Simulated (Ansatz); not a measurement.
hcp Tc was calculated with r²SCAN-D4 (plane waves, PAW; Ansatz, an electronic-structure program).

Input:

Ansatz 0.2 input:
```yaml
crystal:
  lattice:
    - [1.3652795587, -2.3647335621, 0.0]
    - [1.3652795587, 2.3647335621, 0.0]
    - [0.0, 0.0, 4.3734862037]
  atoms:
    - { symbol: Tc, position: [0.3333333333, 0.6666666667, 0.25] }
    - { symbol: Tc, position: [0.6666666667, 0.3333333333, 0.75] }
basis:
  ecutwfc: 560
  ecutrho_ratio: 4
  xc_grid: 3
kpoints:
  mp_grid: { grid: [24, 24, 12] }
hamiltonian:
  xc: r2scan
  dispersion: d4
  pseudopotentials: { kind: paw }
scf:
  occupations: { method: fermi_dirac, width: 0.05 }
  convergence: { dr2_threshold: 0.0000000002 }
output:
  forces: true
  stress: true
  eigenvalues: true
```

Output (set-up and result lines):

```
Crystal: 2 atoms, lattice volume = 28.240 Å³
Basis set: ecut = 560 eV, 845 PW (Γ), exchange–correlation on 72×72×108 points (27 copies of the dense FFT grid, shifted against one another)
Bands: 19, of which v1, the nominal top of the filled ones, is band 15 counted from 1 (14 counted from 0)
Symmetry: 24 space group operations
Space group: P63/mmc (ITA 194), of the structure as read, at distance tolerance 3.0e-5 Å
k-points: 427 of 6912
Initial density: superposition of atomic densities (chi_scale 0.1, normalization cell)
Functional: x = r2scan, c = r2scan; τ floored in thin density (d = 2e-4 eV/Å³)
SCF iter   1: F=—  HF=-10819.870575 eV  |F-HF|=—  |Δ(HF+E_count)|=         —  Δρ=5.96e-2  dr2=9.50e-1  dr2_τ=1.12e-1
SCF iter   2: F=—  HF=-10819.637618 eV  |F-HF|=—  |Δ(HF+E_count)|=   2.33e-1  Δρ=2.62e-2  dr2=1.77e-1  dr2_τ=3.21e-2
  ...
SCF iter   7: F=—  HF=-10819.614310 eV  |F-HF|=—  |Δ(HF+E_count)|=   1.42e-6  Δρ=3.36e-6  dr2=2.41e-9  dr2_τ=4.43e-10
SCF iter   8: F=-10819.614310 eV  HF=-10819.614310 eV  |F-HF|=2.91e-11  |Δ(HF+E_count)|=  3.82e-11  Δρ=4.68e-7  dr2=5.48e-11  dr2_τ=6.79e-12
SCF 1 converged in 8 iterations: F = -10819.614310 eV  dr2 = 5.48e-11
SCF converged after 8 iterations
Free energy (F): -10819.614310 eV
Internal energy: -10819.600693 eV  (E = F + TS)
E sigma→0 (E₀):  -10819.607502 eV
Fermi energy:    22.610207 eV
--- Forces (eV/Å), atoms counted from 1 ---
  atom   1  Tc     0.00000000     0.00000000     0.00000000
  atom   2  Tc    -0.00000000     0.00000000     0.00000000
--- Stress (GPa, compression-positive) ---
        0.004864       0.000000       0.000000
        0.000000       0.004864       0.000000
        0.000000       0.000000      -0.010589
  P = ⅓ Tr σ = -0.0003 GPa (-0.003 kbar)
```

The PAW data were made under PBE.
